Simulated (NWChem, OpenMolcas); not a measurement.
# How basis sets differ on AlH2F (SMILES [H][Al]([H])[F])

The species is AlH2F (4 atoms), meant as a singlet with charge 0. As SMILES, `[H][Al]([H])[F]`. Geometry: a GFN2-xTB relaxation, a rough one for these elements and not checked as a minimum.

Quantity: the dipole moment, in D. The values are calculated.

```csv
level,kind,program,value (D),CPU time
HF/STO-3G,Hartree–Fock,OpenMolcas,0.72,1.6 s
HF/3-21G,Hartree–Fock,NWChem,1.47,0.81 s
HF/def2-SVP,Hartree–Fock,NWChem,1.36,2.1 s
HF/pcseg-2,Hartree–Fock,NWChem,1.42,14 s
```

The values span 0.72 to 1.47 D. Magnitudes only: a small dipole may point the other way at some levels. Sets without polarisation functions give poor dipoles. CPU times are rough (shared hosts, several kinds of processor): they show what a rung costs within a factor of a few.
